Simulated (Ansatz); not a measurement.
A calculation with Ansatz (development build ahead of 0.2.0).

```yaml
crystal:
  periodic: [false, false, false]
  atoms:
    - { symbol: Cl, position_ang: [0.0, 0.0, 0.0] }
    - { symbol: Cl, position_ang: [0.0, 0.0, 1.79645] }
basis:
  gaussian: { orbitals: def2-SVP }
total_charge: 1
magnetization:
  initial_magnetization: 1
hamiltonian:
  xc: hf
correlation:
  method: ccsd_t
  frozen_orbitals: { Cl: 5 }
scf:
  omitted_lower_state_checks: [starts, atomic_configurations, cluster_reference, orbital_swaps, given_window_search, neighbouring_geometries, increment]
```

The input is written out in the form of the current development build from the run's settings. Correlation on restricted open-shell orbitals is semicanonical, with singles.

Results

```yaml
Converged: yes
Reference_energy: -918.23527 hartree
Correlation_energy: -0.30052 hartree
Total_energy: -918.53579 hartree
Stability_test: minimum among restricted orbitals
```
